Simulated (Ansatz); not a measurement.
We consider Cu3AsS4 (Pmn2₁, No. 31), described by r²SCAN-D4 (Ansatz, a first-principles code, plane waves, PAW).

Numerical settings: plane-wave cutoff 560 eV, 6×6×6 k mesh, Fermi–Dirac smearing 0.01 eV, no spin polarisation, scalar-relativistic PAW data made under PBE.

Results at a series of volumes:

```json
[
 {"V (Å³/atom)": "17.126", "E − E_lowest (meV/atom)": "8.17", "P (GPa)": "3.82"},
 {"V (Å³/atom)": "17.483", "E − E_lowest (meV/atom)": "1.96", "P (GPa)": "1.80"},
 {"V (Å³/atom)": "17.840", "E − E_lowest (meV/atom)": "0.00", "P (GPa)": "0.00"},
 {"V (Å³/atom)": "18.197", "E − E_lowest (meV/atom)": "1.82", "P (GPa)": "-1.60"},
 {"V (Å³/atom)": "18.554", "E − E_lowest (meV/atom)": "7.00", "P (GPa)": "-3.03"}
]
```

Task: Estimate the bulk modulus from the pressures at 17.483 and 18.197 Å³/atom, and compare it with a fit to all energies.

Result: B = −V dP/dV. Between V = 17.483 and 18.197 Å³/atom, dP/dV = (-1.60 − (1.80))/(18.197 − 17.483) = -4.76 GPa per Å³/atom; at the midpoint 17.840 Å³/atom this gives B ≈ 85.0 GPa. The third-order Birch–Murnaghan fit gives V0 = 17.840 Å³/atom, B0 = 84.8 GPa, B′ = 4.8, which lies within 1 % of that estimate.

Shape and atoms are relaxed at each volume.

Note: the bulk modulus comes from volumes at which shape and atoms were relaxed.

Static lattice: no zero-point or thermal effects.
